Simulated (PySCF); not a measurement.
formamide (CH₃NO), SMILES O=CN. The structure is a stationary point at B3LYP-D3(BJ)/def2-TZVP. One conformer was computed; it need not be the lowest.

These are B3LYP-D3(BJ)/def2-TZVP in PySCF values and carry that method's errors.

Harmonic wavenumbers (cm⁻¹): 240, 571, 644, 1043, 1056, 1269, 1421, 1620, 1796, 2936, 3572, 3707. Rotational constants (GHz): 73.84, 11.39, 9.867; symmetry number 1.

Work out the zero-point energy and the ideal-gas rigid-rotor harmonic-oscillator thermochemistry at 298.15 K and 1 atm.

ZPE = ½ Σ hcν = ½ × 19874 cm⁻¹ = 28.41 kcal/mol. H − E(el) = 31.35 kcal/mol. Entropy in cal/(mol K): translation 37.34, rotation 21.19, vibration 2.90, total 61.43. G − E(el) = 13.03 kcal/mol. Cp = 12.75 cal/(mol K).
